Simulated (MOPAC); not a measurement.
Input for MOPAC: PM7 on CH4 (SMILES C).

```
PM7 1SCF PRECISE CHARGE=0 THREADS=1
CH4

C      0.00000000 1    -0.00000000 1    -1.81901457 1
H     -0.00000000 1     0.00000000 1    -2.90722072 1
H     -0.51274115 1     0.88809373 1    -1.45476743 1
H     -0.51274115 1    -0.88809373 1    -1.45476743 1
H      1.02548230 1    -0.00000000 1    -1.45476743 1
```

Output:

```
*******************************************************************************
 **                                                                           **
 **                              MOPAC v23.2.5                                **
 **                                                                           **
 *******************************************************************************
 ** MOPAC's Digital Object Identifier: https://doi.org/10.5281/zenodo.6511958 **
 **                                                                           **
 ** Please cite the open-source release paper for use of this MOPAC version:  **
 ** J. E. Moussa and J. J. P. Stewart (2026)                                  **
 ** MOPAC: An open-source semiempirical molecular orbital program             **
 ** J. Open Source Softw., 11(119), 8025, https://doi.org/10.21105/joss.08025 **
 *******************************************************************************

                              PM7 CALCULATION RESULTS

 *******************************************************************************
 *  PM7        - The PM7 Hamiltonian to be used
 *
 *
 *
 *                 CHARGE ON SYSTEM = 0
 *
 *
 *
 *  PRECISE    - TIGHTER CRITERIA TO BE USED
 *  1SCF       - DO 1 SCF AND THEN STOP
 *  THREADS=1  - MULTI-THREADING NOT USED
 *  T=         - A TIME OF 172800.0 SECONDS REQUESTED
 *  DUMP=N     - RESTART FILE WRITTEN EVERY 7200.0 SECONDS REQUESTED
 *******************************************************************************
PM7 1SCF PRECISE CHARGE=0 THREADS=1
 CH4

   ATOM   CHEMICAL          X               Y               Z
  NUMBER   SYMBOL      (ANGSTROMS)     (ANGSTROMS)     (ANGSTROMS)

     1       C          0.00000000  *  -0.00000000  *  -1.81901457  *
     2       H         -0.00000000  *   0.00000000  *  -2.90722072  *
     3       H         -0.51274115  *   0.88809373  *  -1.45476743  *
     4       H         -0.51274115  *  -0.88809373  *  -1.45476743  *
     5       H          1.02548230  *  -0.00000000  *  -1.45476743  *



          CARTESIAN COORDINATES

    NO.       ATOM           X           Y           Z

     1         C          0.0000     -0.0000     -1.8190
     2         H         -0.0000      0.0000     -2.9072
     3         H         -0.5127      0.8881     -1.4548
     4         H         -0.5127     -0.8881     -1.4548
     5         H          1.0255     -0.0000     -1.4548

 General Reference for PM7:
 "Optimization of Parameters for Semiempirical Methods VI: More Modifications to the
 NDDO Approximations and Re-optimization of Parameters", J. J. P. Stewart, J. Mol. Mod., 1:32, 19 (2013)
 https://link.springer.com/article/10.1007/s00894-012-1667-x

           Empirical Formula: C H4  =     5 atoms



      MOLECULAR POINT GROUP   :   Td


      RHF CALCULATION, NO. OF DOUBLY OCCUPIED LEVELS = 4


 -------------------------------------------------------------------------------
 PM7 1SCF PRECISE CHARGE=0 THREADS=1
 CH4



     1SCF WAS SPECIFIED, SO BFGS WAS NOT USED
     SCF FIELD WAS ACHIEVED


                              PM7 CALCULATION
                                                       MOPAC v23.2.5 Linux




          FINAL HEAT OF FORMATION =        -14.39138 KCAL/MOL =     -60.21352 KJ/MOL


          COSMO AREA              =         54.94 SQUARE ANGSTROMS
          COSMO VOLUME            =         37.23 CUBIC ANGSTROMS

          IONIZATION POTENTIAL    =         13.704207 EV
          HOMO LUMO ENERGIES (EV) =        -13.704  5.898
          NO. OF FILLED LEVELS    =          4
          MOLECULAR WEIGHT        =         16.0426         POINT GROUP:  Td

          MOLECULAR DIMENSIONS (Angstroms)

            Atom       Atom       Distance
            H     3    H     2     1.77799
            H     4    H     5     1.77619
            H     2    H     4     1.25659


          SCF CALCULATIONS        =          1





   ATOM   CHEMICAL          X               Y               Z
  NUMBER   SYMBOL      (ANGSTROMS)     (ANGSTROMS)     (ANGSTROMS)

     1       C          0.00000000  *  -0.00000000  *  -1.81901457  *
     2       H         -0.00000000  *   0.00000000  *  -2.90722072  *
     3       H         -0.51274115  *   0.88809373  *  -1.45476743  *
     4       H         -0.51274115  *  -0.88809373  *  -1.45476743  *
     5       H          1.02548230  *  -0.00000000  *  -1.45476743  *

                             CARTESIAN COORDINATES

   1    C        0.000000000    -0.000000000    -1.819014570
   2    H       -0.000000000     0.000000000    -2.907220720
   3    H       -0.512741150     0.888093730    -1.454767430
   4    H       -0.512741150    -0.888093730    -1.454767430
   5    H        1.025482300    -0.000000000    -1.454767430


           Empirical Formula: C H4  =     5 atoms



      MOLECULAR POINT GROUP   :   Td


                  EIGENVALUES
 -24.95383 -13.71473 -13.70421 -13.70421   5.89837   5.89837   5.90453   7.38657


              NET ATOMIC CHARGES AND DIPOLE CONTRIBUTIONS

  ATOM NO.   TYPE          CHARGE      No. of ELECS.   s-Pop       p-Pop
    1          C          -0.602746        4.6027     1.04637     3.55637
    2          H           0.150788        0.8492     0.84921
    3          H           0.150652        0.8493     0.84935
    4          H           0.150652        0.8493     0.84935
    5          H           0.150652        0.8493     0.84935
 DIPOLE           X         Y         Z       TOTAL
 POINT-CHG.    -0.000    -0.000     0.003     0.003
 HYBRID         0.000     0.000     0.002     0.002
 SUM            0.000    -0.000     0.005     0.005


          ATOMIC ORBITAL ELECTRON POPULATIONS

     Atom    s        px        py        pz
    1  C   1.04637   1.18563   1.18563   1.18512
    2  H   0.84921
    3  H   0.84935
    4  H   0.84935
    5  H   0.84935

 **********************
 *                    *
 * JOB ENDED NORMALLY *
 *                    *
 **********************




 == MOPAC DONE ==
```

The run finished.

Cost: around 0.03 core-seconds (rough).
